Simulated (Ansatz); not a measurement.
A made-up structure of C$_{2}$H$_{2}$Si, singlet:

```
5
angstrom
C 0.0878 -0.4907 0.2159
Si 1.2658 0.7936 0.9880
C -0.1391 0.4586 -0.2559
H -0.3631 -1.4023 0.0337
H -0.8515 0.6408 -0.9817
```

It is relaxed with PBE-D4/def2-SVP and then PBE0-D4/def2-TZVP (Ansatz 0.2.0). Atoms count as bonded within 1.22 times the sum of their covalent radii (H–H: 0.88 Å). The end point is not checked to be a true minimum.

(1) Does its bonding change? (A judgement: the text doesn't fix the answer.)

Answers

(1) Computed: No: no bond forms or breaks.

Where it ends: The first stage lowers the energy by 3.70 eV in 5 steps. It ends as C₂H₂Si (C1=[Si]=C1):
```xyz
5
angstrom
C 0.1164 -0.6008 0.2727
Si 1.1720 0.7348 0.9148
C -0.1638 0.5711 -0.3097
H -0.2608 -1.6137 0.1878
H -0.8638 0.9087 -1.0657
```

For scale, one of the runs: PBE0-D4/def2-TZVP relaxation, 111 basis functions, launched by `ansatz run in.yaml --threads 2 --pin off --events-out ev --progress --plain --max-ram 4352MiB`. The run took about 8.5 s on 2 CPU threads of an Arm Neoverse V2 (shared host).
